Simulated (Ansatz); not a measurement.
| atom | x (Å) | y (Å) | z (Å) |
| --- | --- | --- | --- |
| C | -0.0017 | 0.0357 | -0.6056 |
| O | 0.1217 | 0.0767 | 0.6675 |
| H | -0.0439 | -0.9993 | -1.0744 |
| H | -0.0418 | 0.8083 | -1.1309 |

RHF on singlet CH₂O was run in several spherical basis sets with Ansatz (development build ahead of 0.2.0). Caution for RHF: no unrestricted run beside it, a lower state can exist.

Task: Rank the basis sets by the total energy that they give, lowest first, with the distance from the lowest.
A. 6-31G
B. STO-3G
C. cc-pVDZ
D. def2-SVP

Result: C (0.00 eV), A (1.58 eV), D (2.69 eV), B (41.42 eV).

Totals follow the description of the cores as much as that of the bonds, so this order isn't one of quality for chemistry.
